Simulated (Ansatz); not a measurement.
C3H4O2: state-averaged CASSCF

Computed with Ansatz's Gaussian-basis code (development build). State-averaged CASSCF with equal weights; occupations are averaged over the states; levels count from the state that is lowest in CASSCF. CASSCF levels without dynamic correlation can be off by over 1 eV. No symmetry is imposed, so a solution can break that of the shape. The lowest solution met needn't be the lowest there is, nor hold the orbitals that a chemist would pick.

Geometry:

```
atom    x (Å)    y (Å)    z (Å)
   O   0.0000  -1.8613   0.1939
   C   0.0000  -0.7871   0.7788
   C   0.0000   0.5468   0.0465
   O   0.0000   1.5713   0.7239
   C   0.0000   0.5041  -1.4519
   H   0.0000  -0.6982   1.8811
   H   0.0000   1.5198  -1.8465
   H   0.8776  -0.0420  -1.8089
   H  -0.8776  -0.0420  -1.8089
```

Basis cc-pVTZ, nonrelativistic, 5 orbitals frozen in the corrections; active space CAS(4,4). Averaged: 1 singlet, 1 triplet.

**Question.** Give the levels in order, with their spins.

**Answer.** 

| state | CASSCF (eV) |
| --- | --- |
| singlet | 0.000 |
| triplet | 3.796 |

Occupations: 1.94, 1.49, 0.56, 0.01.
